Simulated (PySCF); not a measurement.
Compound: 1,2,4,5-tetracyanobenzene radical anion, C₁₀H₂N₄ (charge -1 and doublet state).
Bonds: N1–C2 (triple), C2–C3, C3–C4 (aromatic), C4–C5 (aromatic), C5–C6, C6–N7 (triple), C5–C8 (aromatic), C8–C9, C9–N10 (triple), C8–C11 (aromatic), C11–C12 (aromatic), C12–C13, C13–N14 (triple), C3–C12 (aromatic). Hydrogens: H15 on C4; H16 on C11.

The species is 1,2,4,5-tetracyanobenzene radical anion, `C(#N)c1cc(c(cc1C#N)C#N)C#N` [SMILES of the parent framework; charge -1 and doublet state].

Computed with UKS B3LYP, IGLO-III on C N, pcH-1 on H, non-relativistic, mean-field spin-orbit, GIAO (PySCF 2.14.0). Geometry: PBE0-D3(BJ)/def2-SVP; no solvent, vibrations or thermal averaging. Whether the extra electron is bound in the gas phase wasn't checked; a finite basis holds it in any case. The geometry's basis has no diffuse functions, a weakness for an anion. No stability test was run, so a lower SCF solution isn't excluded. No frequencies were computed at this geometry's level, so the symmetric structure isn't shown to be a minimum.

Principal values of hyperfine tensors in MHz (contact and dipolar terms together), for some of the nuclei:

```csv
atom,isotope,A1,A2,A3,alike by the symmetry of this geometry
C2,13C,-21.38,-19.85,-13.00,"C6, C9, C13"
C3,13C,-6.44,-5.53,52.02,"C5, C8, C12"
H15,1H,1.59,3.58,7.45,H16
N10,14N,-2.45,-1.37,13.26,"N1, N7, N14"
```

**Question.** Split each tensor into its isotropic and traceless parts, and turn a_iso into mT with g = 2.0027.

**Answer.** a_iso = (A1 + A2 + A3)/3, Ti = Ai − a_iso; 1 mT corresponds to 28.031 MHz.

```
atom  a_iso (MHz)  a_iso (mT)      T1      T2     T3
  C2       -18.08      -0.645   -3.30   -1.78   5.08
  C3        13.35       0.476  -19.79  -18.88  38.67
 H15         4.21       0.150   -2.62   -0.62   3.25
 N10         3.15       0.112   -5.59   -4.52  10.11
```

**Question.** What spin density at the nucleus of N10 lies behind its contact coupling (g_N = 0.40376)?

**Answer.** a_FC = 800.24 MHz bohr³ × g_N × ρ(0)/(2S). With a_FC = 3.15 MHz and 2S = 1, ρ(0) = 0.009741 bohr⁻³.

**Question.** C4 (13C, g_N = 1.40482) isn't in the table. Its spin density at the nucleus is -0.0178 bohr⁻³. What is its contact coupling?

**Answer.** By the same relation, a_FC = -20.0 MHz. Its full tensor has the principal values -31.88, -15.28, -12.86 MHz.

**Question.** Which nucleus of the table has the largest anisotropic coupling, and what is its form?

**Answer.** C3: -19.8, -18.9, 38.7 MHz, nearly axial, close to the ratio −1:−1:+2.

**Question.** In a single crystal, with the field along each principal axis of the tensor of C3 in turn, what first-order splitting does this nucleus give (isotropic g, quadrupole terms neglected)?

**Answer.** 2 lines (I = 1/2), spaced by |A_i|/(g × 13.996): 0.23, 0.20, 1.86 mT along the axes of A1, A2 and A3.

The run took 6.0 min wall on an Arm Neoverse V1 with one thread, shared host.
